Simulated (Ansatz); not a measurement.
`OC(F)F` + Cl• → `[O]C(F)F`• + HCl  (hydrogen abstraction from the O–H bond)

Program: Ansatz. Geometries: PBE0-D4/def2-TZVP. ΔE: electronic, gas phase. CBS: MP2 limit from def2 TZ/QZ plus the TZ coupled-cluster correction, frozen cores. This one scheme is used for every species, atoms too. Functionals use def2-TZVPP. HSE06 is defined as in plane-wave codes. No spin–orbit coupling; open shells (•) take unrestricted orbitals. Spin–orbit coupling would lower the free atoms: a little for Cl. One conformer a species, not always the lowest.

`OC(F)F`:

Z-matrix (Å, degrees):
```
C
F 1 1.355
F 1 1.355 2 105.7
O 1 1.346 2 111.4 3 -121.2
H 1 1.091 2 109.4 3 117.7
H 4 0.966 1 108.8 2 58.9
```

`[O]C(F)F`•:

Z-matrix (Å, degrees):
```
C
O 1 1.320
F 1 1.347 2 113.9
F 1 1.347 2 113.9 3 -122.7
H 1 1.113 2 103.3 3 118.6
```

HCl:

```xyz
2

Cl   -0.024    0.556    0.314
H     0.024   -0.556   -0.314
```

CCSD(T)/CBS gives +0.71 eV.

(1) Another level gave +0.51 eV. Which?
A. r2SCAN/def2-TZVPP
B. B2PLYP/def2-TZVPP
C. HSE06-D4/def2-TZVPP
D. CCSD(T)/def2-TZVPP

Largest T1 diagnostic among the species: 0.016.

Answers

(1) C. HSE06-D4 0.51, CCSD(T)/def2-TZVPP 0.71, r2SCAN 0.42, B2PLYP 0.66 eV.

From PBE to PBE0 (25 % exact exchange), in def2-TZVPP and without D4, ΔE moves by +0.08 eV. At CCSD(T), def2-SVP lies +0.05 eV from the extrapolated value and def2-TZVPP −0.01 eV.

CCSD(T)/CBS has its own doubt, a few kJ/mol and more with outer-core shells, so smaller differences from it don't rank the levels.
